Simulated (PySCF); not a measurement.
# Solvent effects on NMR parameters

Geometry:
```csv
atom,x (Å),y (Å),z (Å)
N1,-2.744,-0.379,-0.070
C2,-1.843,0.488,-0.312
C3,-0.428,0.315,-0.159
C4,0.772,0.171,-0.030
C5,2.207,-0.012,0.127
F6,2.907,1.124,-0.177
H7,-2.314,-1.250,0.261
H8,-2.160,1.479,-0.677
H9,2.431,-0.301,1.169
H10,2.549,-0.830,-0.531
```

GIAO PBE0/pcSseg-1 in PySCF 2.14.0 with density-fitted response routines on one PBE0-D3(BJ)/def2-SVP conformer, non-relativistic, equivalent nuclei averaged. Solvents enter as an IEF-PCM continuum (cyclohexane with ε = 2.0, acetonitrile with ε = 35.7) around the gas-phase geometry. Shifts are referred to TMS, CFCl3 computed in the same medium.

Gas phase, δ in ppm: C2 158.0, C4 93.6, C3 92.1, C5 70.7, F6 -245.2, H7 10.97, H8 7.78, H9/H10 5.19. Dipole moment 2.34 D.

Task: How does each δ change in the continuum?

Result: 
| atoms | environment | Δδ, cyclohexane | Δδ, acetonitrile |
| --- | --- | --- | --- |
| C2 | C=N carbon | +1.5 | +3.9 |
| C4 | alkyne carbon | +1.9 | +4.9 |
| C3 | alkyne carbon | +0.4 | +1.1 |
| C5 | propargylic sp3 CH2 bonded to F | +0.8 | +2.1 |
| F6 | fluorine on an sp3 carbon | -2.6 | -5.7 |
| H7 | hydrogen on an imine nitrogen | -0.12 | -0.26 |
| H8 | hydrogen on a C=N carbon | +0.03 | +0.06 |
| H9/H10 | hydrogen on a propargylic sp3 CH2 bonded to F | +0.14 | +0.35 |

Changes are relative to the gas phase. The dipole moment becomes 2.59 D in cyclohexane, 3.01 D in acetonitrile.

Task: Which nuclei move most (in ppm), and what does the model miss?

Result: F6 (fluorine on an sp3 carbon, -5.7 ppm) in acetonitrile. A continuum only polarises the solute; specific hydrogen bonds, the anisotropy of aromatic solvents and changes of geometry or conformer are outside it.
